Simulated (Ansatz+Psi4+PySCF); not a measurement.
# doublet CH: levels of theory in one basis

```
atom   x (Å)   y (Å)    z (Å)
   C  0.0000  0.0000   0.1601
   H  0.0000  0.0000  -1.5207
```

Basis set: cc-pVTZ (spherical functions). Frozen core: 1 orbital. Correlation on ROHF uses semicanonical orbitals with singles. Charge 0, multiplicity 2.

Computed with Ansatz (development build ahead of 0.2.0); the reference of a correlated method needn't be the lowest determinant of its kind.

```csv
method,E − E(ROHF) (eV),<S²> of the determinant
ROHF,0.00,0.75
UHF,-0.36,1.18
UHF-MP2,-2.78,1.18
ROHF-CCSD,-3.94,–
UHF-CCSD,-3.94,1.12
ROHF-CCSD(T),-4.08,–
UHF-CCSD(T),-4.07,1.12
```

Question: What does ROHF-MP2 give on the same scale?

Answer: -3.07 eV.

The restricted and unrestricted rows may stand on different electronic states: another unrestricted solution lies nearer the restricted one.

Caution for UHF, UHF-MP2, UHF-CCSD, UHF-CCSD(T): the unrestricted determinant is spin contaminated. Caution for UHF, UHF-MP2: the determinant breaks the point group. Caution for UHF-MP2, UHF-CCSD, UHF-CCSD(T): large amplitudes, a single reference is doubtful. Caution for UHF-MP2: another reference gives a lower total. Caution for UHF-CCSD, UHF-CCSD(T): the determinant is a saddle point.
